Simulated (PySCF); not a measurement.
**Calculated properties of methyl formate (`COC=O`)**

Species: methyl formate, C2H4O2.
SMILES with atom numbers: `[CH3:1][O:2][CH:3]=[O:4]` (hydrogens: H5, H6, H7 on C1; H8 on C3)

Structure used (GFN2-xTB), in Å, numbered top down from 1:
```xyz
8
C2H4O2 angstrom
C     -1.0342   -0.0890   -0.0549
O      0.2155   -0.6650    0.3213
C      1.3086    0.0411    0.0966
O      1.3788    1.1261   -0.3987
H     -1.5704   -0.8209   -0.6573
H     -0.8651    0.8259   -0.6252
H     -1.6010    0.1347    0.8493
H      2.1768   -0.5434    0.4443
```

Among its groups: ester.

GFN2-xTB geometry:

| Quantity | Value |
| --- | --- |
| Rotational constants A, B, C of the GFN2-xTB geometry | 21.068, 6.717, 5.263 GHz |

**CAM-B3LYP/def2-SVPD ground state and vertical TDDFT (core frozen in the response) (PySCF)**

| Quantity | Value |
| --- | --- |
| Dipole moment | 2.10 D |
| HOMO energy | -9.97 eV |
| LUMO energy | 1.18 eV |
| HOMO–LUMO gap | 11.15 eV |
| Lowest singlet excitation | 6.02 eV (206 nm, f = 0.002) |
| Strongest line among the 8 lowest singlet transitions | S3 at 8.44 eV (147 nm, f = 0.137) |
| Lowest triplet excitation (Tamm–Dancoff) | 5.46 eV |
| Static isotropic polarisability | 33.3 au |
| Electronic spatial extent ⟨r²⟩ about the centre of nuclear charge | 257 bohr² |

From delta-SCF UKS SCAN, pcX-2 on the ionised atom, pcseg-1 elsewhere, spin-free X2C (PySCF):

| Quantity | Value |
| --- | --- |
| Core binding energies | C1s 292.8 (C1), C1s 295.0 (C3), O1s 538.2 (O4), O1s 540.0 (O2) eV |

Monoisotopic mass (most abundant isotopes): 60.0211 u.

The rotational constants make it an asymmetric top with κ = (2B − A − C)/(A − C) = -0.82, nearer the prolate limit (−1). The principal polarisabilities are 26.0, 33.7 and 40.3 au; their mean is the isotropic value. The largest Löwdin shares of the HOMO are 0.68 on O4, 0.13 on C3, 0.08 on O2 and 0.07 on H8. The polarisability is 4.94 Å³ as a volume (1 au = 0.148185 Å³), or 1.04 au for each of the 32 electrons. The vertical singlet–triplet gap S1 − T1 is 0.56 eV (TDDFT singlet less Tamm–Dancoff triplet; S1: HOMO→LUMO, weight 0.96; T1: HOMO→LUMO, weight 0.96). S1 lies 5.13 eV below the HOMO–LUMO gap; its leading configuration is HOMO→LUMO, weight 0.96.

Isolated species at its GFN2-xTB geometry (one conformer only).
